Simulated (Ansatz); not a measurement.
Input file:

```yaml
crystal:
  periodic: [false, false, false]
  atoms:
    - {symbol: C, position_ang: [0.000000, -0.329717, 1.708835]}
    - {symbol: Ge, position_ang: [0.000000, 0.104328, 0.002227]}
    - {symbol: N, position_ang: [0.000000, -0.265212, -1.671357]}
    - {symbol: H, position_ang: [0.000000, 0.095735, 2.702665]}
basis:
  gaussian: {orbitals: cc-pVDZ}
magnetization: {spin_polarized: false, initial_magnetization: 2}
correlation: {active_space: {ras: {orbitals: [6, 2, 36], electrons: 14, max_holes: 2, max_particles: 2}, fixed_orbitals: true}}
accuracy: high
output: {forces: true}
```

```sh
$ ansatz run in.yaml --threads 1 --pin off --events-out ev --progress --plain --max-ram 2393MiB
```

Output:

```
1237 factors; integrals over basis functions are off by at most 4.5e-9 eV
mean field evaluation 1: about -58987.3955 eV, gradient 4.0e1 eV
mean field evaluation 2: about -58987.4070 eV, gradient 4.0e1 eV
mean field evaluation 4: about -58991.5104 eV, gradient 1.8e1 eV
mean field evaluation 8: about -58993.3839 eV, gradient 8.3e-1 eV
mean field evaluation 16: about -58993.4014 eV, gradient 6.7e-6 eV
mean field evaluation 32: about -58986.5095 eV, gradient 3.7e1 eV
mean field evaluation 64: about -58984.2037 eV, gradient 3.4e1 eV
mean field evaluation 96: about -58993.7146 eV, gradient 8.5e-2 eV
mean field evaluation 128: about -58994.0001 eV, gradient 4.3e-2 eV
mean field evaluation 160: about -58993.9904 eV, gradient 7.1e-1 eV
mean field evaluation 192: about -58993.6924 eV, gradient 1.5e-1 eV
mean field evaluation 224: about -58992.9805 eV, gradient 5.2e-2 eV
mean field evaluation 256: about -58991.2344 eV, gradient 6.9e-5 eV
mean field -58994.00020706 eV, -2167.9895200399 hartree, gradient 1.2e-8 eV, S^2 2.000000; 20 other end points of the search recorded, 0 dependent functions left out
reference -58994.00020706 eV, -2167.9895200399 hartree; 24, 22 occupied and 36, 38 virtual orbitals, 1237 factors
state -59003.01293208 eV, -2168.3207315752 hartree
the calculation of the forces begins
Total energy: -59003.01293208 eV, -2168.3207315752 hartree
Atom 0 at     0.000000    -0.329717     1.708835 Å, force    -0.000000    -0.414522     0.104094 eV/Å
Atom 1 at     0.000000     0.104328     0.002227 Å, force     0.000000     0.386694     0.271178 eV/Å
Atom 2 at     0.000000    -0.265212    -1.671357 Å, force    -0.000000    -0.186373    -0.623024 eV/Å
Atom 3 at     0.000000     0.095735     2.702665 Å, force    -0.000000     0.214201     0.247752 eV/Å
Dipole moment:    -0.000000     0.261569     0.531096 e Å
```

Forces (eV/Å):
```
C    0.000 -0.415  0.104
Ge   0.000  0.387  0.271
N    0.000 -0.186 -0.623
H    0.000  0.214  0.248
```

Ran on 1 thread of Arm Neoverse V2, shared host: 28 s wall, 0.23 GiB peak host memory.
